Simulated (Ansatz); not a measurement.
The same path of C4H10FN (16 atoms, charge 0, multiplicity 1) was run twice with different band settings. The coordinate that changes most is the dihedral C2–C3–N4–H14.

The calculation used RKS BLYP/def2-SVP (Ansatz 0.2.0).

Relaxed end points:

```xyz
16
Properties=species:S:1:pos:R:3
C -0.600 -0.360 -1.435
C 0.063 0.389 -0.261
C 0.375 -0.544 0.936
N 1.320 -1.611 0.553
C -0.798 1.580 0.178
F -0.147 2.340 1.162
H 0.003 -1.251 -1.695
H -0.693 0.283 -2.335
H -1.618 -0.713 -1.164
H 1.032 0.812 -0.614
H 0.715 0.091 1.787
H -0.572 -1.029 1.264
H 1.418 -2.283 1.326
H 2.260 -1.207 0.426
H -1.768 1.231 0.601
H -1.014 2.248 -0.684
```

```xyz
16
Properties=species:S:1:pos:R:3
C -0.480 -0.377 -1.391
C 0.101 0.390 -0.186
C 0.341 -0.525 1.054
N 1.320 -1.610 0.916
C -0.805 1.576 0.173
F -0.241 2.340 1.205
H 0.174 -1.229 -1.667
H -0.575 0.268 -2.289
H -1.486 -0.790 -1.161
H 1.088 0.817 -0.480
H 0.657 0.123 1.897
H -0.633 -0.974 1.357
H 2.235 -1.231 0.632
H 1.042 -2.265 0.173
H -1.804 1.220 0.515
H -0.956 2.243 -0.705
```

Common settings: movable images 5; climbing image yes; spring 5.0 eV/Å²; start path through a guess of the saddle point; force threshold 0.03 eV/Å; iteration limit 60; end points relaxed.

| run | optimiser | largest step |
| --- | --- | --- |
| 1 | quadratic models (default) | default |
| 2 | fire | 0.5 Å |

Problem. What does each run give, and how far can it be trusted?

Solution. Run 1: converged after 7 iterations, highest image 0.145 eV above the first end. A vibrational analysis at the climbing image gives one clearly imaginary mode, 315i cm⁻¹: a first-order saddle point.
Run 2: converged after 41 iterations, highest image 0.148 eV above the first end. Another band between the same ends (5 images) ends at a top of the same energy, where a vibrational analysis finds 1 clearly imaginary mode.
